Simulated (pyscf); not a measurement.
H₃Ge–SeH + hydrogen (H₂) → H₂Se + germane (GeH₄), a four-centre exchange (singlet surface; Ge–Se, H–H broken, H–Se, Ge–H formed). PySCF, gas phase, ωB97X-D3(BJ)/def2-SVP geometries. Energies in eV from the separated reactants.

Small-basis levels: PySCF, no dispersion term, spherical d functions. 

Task: Quick SVWN5/6-31G*+LANL2DZ single points give ΔE‡ = 2.00 eV and ΔE = +0.37 eV. What does ωB97M-D3(BJ)/def2-TZVP give, and how far is the quick result from it?

Result: ωB97M-D3(BJ)/def2-TZVP gives ΔE‡ = 2.62 eV and ΔE = +0.31 eV. SVWN5/6-31G*+LANL2DZ lies 0.62 eV under it in the barrier and 0.06 eV over it in the reaction energy, so on this step it does not hold to within 0.13 eV. ωB97M-D3(BJ)/def2-TZVP has limits of its own. This is the saddle that the search found; another between the same sides may lie lower. In the def2 sets elements up to Kr have no core potential.
